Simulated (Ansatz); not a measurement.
# Phonon frequency of some cubic solids

Method: LC-ωPBE (plane waves, PAW; Ansatz, a program for electronic structure). References are measured values at room or unstated temperature, uncorrected unless marked, so that the deviations hold thermal and zero-point effects besides the level's error. The table is a random draw of 10 from 62 values with such references.

Values in cm⁻¹.

| solid | reference | LC-ωPBE | deviation (%) |
|---|---|---|---|
| zinc-blende ZnS (L TA) | 70 | 76 | +8.6 |
| zinc-blende InP (X TO) | 324 | 350 | +8.0 |
| zinc-blende ZnS (L LA) | 195 | 208 | +6.7 |
| zinc-blende GaAs (L LA) | 207 | 228 | +10.1 |
| zinc-blende ZnSe (X TO) | 220 | 227 | +3.2 |
| zinc-blende GaAs (X TO) | 257 | 279 | +8.6 |
| zinc-blende InP (X LA) | 193 | 195 | +1.0 |
| diamond-structure Ge (L TA) | 63 | 73 | +15.9 |
| diamond-structure Si (L LA) | 378 | 412 | +9.0 |
| zinc-blende ZnSe (X LA) | 191 | 212 | +11.0 |

Over these 10 values the mean deviation is +8.2 %, the mean absolute deviation 8.2 % (median 8.6 %), and the worst case diamond-structure Ge (L TA) at +15.9 %; the value is too high in 10 of 10 cases. Over all 62, from unrounded values, the mean deviation is +9.0 % and the mean absolute deviation 9.0 % (median 8.8 %).

Spin–orbit coupling is left out, also for the solids with elements from indium on (zinc-blende InP); its size isn't shown.

Differences are worked out from the printed values.

Each level is taken at its own relaxed cell. Ansatz's density-functional and Hartree–Fock values are scalar-relativistic unless marked +SOC, with PAW data made under PBE.

Ansatz's runs of these crystals have no spin polarisation.

Not in this set, of the solids of all kinds but layered and molecular ones with a reference value in our tables and a result at some level: 28 for no value at LC-ωPBE (not run, a failed fit, an unstable or unbound cell, or a value held back for tests); 16 for a reference of another kind, counted apart; 8 for a run that failed a test (LC-ωPBE). These can be a level's best or worst cases. At least 16 more with a reference value are held back for tests. Solids without a released value at any level aren't counted. The metals Ce to Yb are counted apart.

References as tabulated in Giannozzi et al., Phys. Rev. B (1991); Vagelatos et al., J. Chem. Phys. (1974); Ioffe Institute, NSM Archive: InP, mechanic properties page; Talwar et al. (2016), doi:10.1080/14686996.2016.1222495.
